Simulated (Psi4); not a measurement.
**[NO2]− (nitrite) at HF/STO-3G**

Aim: the vertical singlet–triplet gap of [NO2]− (nitrite) at HF/STO-3G, from 2 runs. 

The results are computed with Psi4 1.11.

**1. The molecule**

[NO2]−: 3 atoms, total charge -1, spin state singlet. SMILES: `O=N[O-]`. The shape is that of a PBE0-D4/def2-TZVPD optimisation.

Bond lengths: O1–N2 1.245 Å, N2–O3 1.245 Å. Angles: O1–N2–O3 116.8°.

**2. Energy and forces at HF/STO-3G**

The input, no2.xyz:

```xyz
3
NO2
O      0.322840     0.992650     0.287620
N      0.325750    -0.245400     0.151990
O     -0.648590    -0.747260    -0.439610
```

The input, run.py:

```python
import numpy as np
from ase.calculators.psi4 import Psi4
from ase.io import read

a = read('no2.xyz')
calc = Psi4(atoms=a, method='scf', basis='STO-3G', memory='2200MB', num_threads=1, charge=-1, multiplicity=1, label='psi4-calc')
calc.psi4.set_options({'puream': True, 'e_convergence': 1e-09, 'd_convergence': 1e-08, 'scf_type': 'pk'})
a.calc = calc

forces = a.get_forces()
print(f'energy: {a.get_potential_energy():.6f} eV')
print('forces / eV A^-1')
print(np.round(forces, 5))
```

Launch:

```bash
$ python run.py
```

psi4-calc.dat:

```text
[...]
  Running in c1 symmetry.
[...]
  Nuclear repulsion =   63.552463700874917
[...]
  Multiplicity = 1
[...]
  Nalpha       = 12
  Nbeta        = 12
[...]
    Number of basis functions: 15
[...]
   @RHF iter   1:  -201.05479048748231   -1.27760e+00   2.71197e-02 ADIIS/DIIS
[...]
   @RHF iter  11:  -201.15577243764122    8.52651e-14   1.98299e-09 DIIS
[...]
    Orbital Energies [Eh]
    ---------------------
    Doubly Occupied:
       1A    -19.779171     2A    -19.779134     3A    -15.075526
       4A     -1.077392     5A     -0.860965     6A     -0.403498
       7A     -0.216793     8A     -0.183148     9A     -0.180418
      10A      0.037211    11A      0.086907    12A      0.104376
[...]
  @RHF Final Energy:  -201.15577243764122
   => Energetics <=
    Nuclear Repulsion Energy =             63.5524637008749167
    One-Electron Energy =                -414.7613705281823968
    Two-Electron Energy =                 150.0531343896662690
    Total Energy =                       -201.1557724376412182
[...]
 Multipole Moments:
 ------------------------------------------------------------------------------------
     Multipole            Electronic (a.u.)      Nuclear  (a.u.)        Total (a.u.)
 ------------------------------------------------------------------------------------
 L = 1.  Multiply by 2.5417464519 to convert [e a0] to [Debye]
 Dipole X            :          0.0413100           -0.0024168            0.0388933
 Dipole Y            :         -0.0311022            0.0018206           -0.0292816
 Dipole Z            :          0.0192766           -0.0011276            0.0181490
 Magnitude           :                                                    0.0519565
[...]
  -Total Gradient:
     Atom            X                  Y                   Z
    ------   -----------------  -----------------  -----------------
       1        0.004768997341    -0.090649719041    -0.007424639186
       2       -0.077956759529     0.058741408019    -0.036371845296
       3        0.073187762188     0.031908311022     0.043796484482
[...]
```

Standard output:

```text
energy: -5473.727375 eV
forces / eV A^-1
[[-0.24523  4.6614   0.38179]
 [ 4.0087  -3.0206   1.87032]
 [-3.76347 -1.64079 -2.25211]]
```

It took 2.2 s on 1 thread of Intel Xeon Platinum 8259CL at 2.50GHz (Skylake/Cascade Lake), shared host; peak memory 0.19 GiB.

**3. The triplet**

The input, no2.json:

```json
{
  "schema_name": "qcschema_input",
  "schema_version": 1,
  "molecule": {
    "schema_name": "qcschema_molecule",
    "schema_version": 2,
    "symbols": ["O", "N", "O"],
    "geometry": [0.61007918, 1.87583664, 0.54352303, 0.61557829, -0.46373879, 0.28721947, -1.22565747, -1.41211674, -0.8307425],
    "molecular_charge": -1,
    "molecular_multiplicity": 3,
    "fix_symmetry": "c1"
  },
  "driver": "gradient",
  "model": {
    "method": "scf",
    "basis": "STO-3G"
  },
  "keywords": {
    "reference": "uhf",
    "puream": true,
    "e_convergence": 1e-09,
    "d_convergence": 1e-08,
    "scf_type": "pk",
    "maxiter": 100,
    "scf_properties": ["MAYER_INDICES", "MULLIKEN_CHARGES", "DIPOLE"]
  }
}
```

Launch:

```bash
$ psi4 --qcschema no2.json -n 1 --memory 2200MB
```

stdout:

```text
[...]
  Running in c1 symmetry.
[...]
  Nuclear repulsion =   63.552463687513523
[...]
  Multiplicity = 3
[...]
  Nalpha       = 13
  Nbeta        = 11
[...]
    Number of basis functions: 15
[...]
   @UHF iter   1:  -201.02557629834078   -1.24839e+00   2.36793e-02 ADIIS/DIIS
[...]
   @UHF iter  17:  -201.11042724972125    5.40012e-13   3.60566e-09 DIIS
[...]
   @S^2 Observed:                2.020359893E+00
[...]
    Orbital Energies [Eh]
    ---------------------
    Alpha Occupied:
       1A    -19.789068     2A    -19.789057     3A    -15.040156
       4A     -1.099002     5A     -0.893004     6A     -0.471560
       7A     -0.287982     8A     -0.241495     9A     -0.210685
      10A     -0.045486    11A      0.014302    12A      0.043286
      13A      0.155806
    Alpha Virtual:
      14A      1.163809    15A      1.222434
    Beta Occupied:
[...]
  @UHF Final Energy:  -201.11042724972125
   => Energetics <=
    Nuclear Repulsion Energy =             63.5524636875135229
    One-Electron Energy =                -414.8495989057950055
    Two-Electron Energy =                 150.1867079685602278
    Total Energy =                       -201.1104272497212548
  UHF NO Occupations:
  HONO-2 :   11  A 1.9916580
  HONO-1 :   12  A 1.0000000
  HONO-0 :   13  A 1.0000000
  LUNO+0 :   14  A 0.0083420
  LUNO+1 :   15  A 0.0018745
[...]
 Multipole Moments:
 ------------------------------------------------------------------------------------
     Multipole            Electronic (a.u.)      Nuclear  (a.u.)        Total (a.u.)
 ------------------------------------------------------------------------------------
 L = 1.  Multiply by 2.5417464519 to convert [e a0] to [Debye]
 Dipole X            :          0.1089506           -0.0026610            0.1062896
 Dipole Y            :         -0.0748701            0.0018292           -0.0730409
 Dipole Z            :          0.0000000           -0.0000000            0.0000000
 Magnitude           :                                                    0.1289668
[...]
  Mulliken Charges: (a.u.)
   Center  Symbol    Alpha    Beta     Spin     Total
       1     O     4.48316  3.94147  0.54170 -0.42463
       2     N     4.03368  3.11706  0.91662 -0.15073
       3     O     4.48316  3.94148  0.54168 -0.42464
   Total alpha = 13.00000, Total beta = 11.00000, Total charge = -1.00000
  Mayer Bond Indices:
  Total Bond Index:
  Irrep: 1 Size: 3 x 3
[...]
  -Total Gradient:
     Atom            X                  Y                   Z
    ------   -----------------  -----------------  -----------------
       1       -0.052911102903    -0.166913424779     0.000000000000
       2       -0.083964123001     0.057728014357    -0.000000000000
       3        0.136875225905     0.109185410421     0.000000000000
[...]
```

The result, in JSON:

```text
{
 "driver": "gradient",
 "model": {
  "method": "scf",
  "basis": "STO-3G"
 },
 "success": true,
 "return_result": [-0.05291110290340619, -0.1669134247785447, 2.5329733322227467e-16, -0.08396412300146017, 0.057728014357443846, -2.843070991053984e-16, 0.13687522590494666, 0.10918541042134228, 3.1009765883111766e-17],
 "properties": {
  "calcinfo_nbasis": 15,
  "calcinfo_nmo": 15,
  "calcinfo_nalpha": 13,
  "calcinfo_nbeta": 11,
  "calcinfo_natom": 3,
  "nuclear_repulsion_energy": 63.55246368751352,
  "return_energy": -201.11042724972125,
  "return_gradient": [-0.05291110290340619, -0.1669134247785447, 2.5329733322227467e-16, -0.08396412300146017, 0.057728014357443846, -2.843070991053984e-16, 0.13687522590494666, 0.10918541042134228, 3.1009765883111766e-17],
  "scf_one_electron_energy": -414.849598905795,
  "scf_two_electron_energy": 150.18670796856023,
  "scf_dipole_moment": [0.1062895929097033, -0.07304086828810208, 4.742650963440802e-16],
  "scf_total_energy": -201.11042724972125,
  "scf_total_gradient": [-0.05291110290340619, -0.1669134247785447, 2.5329733322227467e-16, -0.08396412300146017, 0.057728014357443846, -2.843070991053984e-16, 0.13687522590494666, 0.10918541042134228, 3.1009765883111766e-17],
  "scf_iterations": 17
 }
}
```

Run time: 2.2 s. Hardware: 1 thread of Intel Xeon Platinum 8259CL at 2.50GHz (Skylake/Cascade Lake), shared host; peak memory 0.18 GiB.

**4. Summary of results**

Level: HF/STO-3G.

| quantity | value |
| --- | --- |
| singlet: total energy | -201.15577 Eh |
| singlet: HOMO energy | 2.84 eV |
| singlet: LUMO energy | 17.57 eV |
| singlet: HOMO–LUMO gap (to an unbound level, set by the basis) | 14.73 eV |
| singlet: largest force on an atom | 5.356 eV/Å |
| triplet: total energy | -201.11043 Eh |
| triplet: HOMO energy (highest over α and β) | 4.24 eV |
| triplet: LUMO energy (lowest over α and β) | 16.44 eV |
| triplet: ⟨S²⟩ | 2.020 |
| triplet: largest force on an atom | 9.004 eV/Å |
| vertical energy of the triplet above the singlet | 1.234 eV |

What this shows: At this shape the triplet lies 1.23 eV (28 kcal/mol) above the singlet. Its highest level lies above zero, so the electron may be held by the basis, which then sets this gap. The largest force (singlet) is 5.36 eV/Å: too large for a shape near rest; a basis without polarisation functions on a geometry from another level can give that. In a minimal basis such a difference can be off by several eV, whatever the method. The HOMO (singlet) lies at positive energy, 2.84 eV: the electron is unbound at this level or held by a compact basis; values depend on the basis. Mulliken charges (triplet) run from -0.42 on O3 to -0.15 on N2. The HOMO (triplet) lies at positive energy, 4.24 eV: the electron is unbound at this level or held by a compact basis; values depend on the basis.
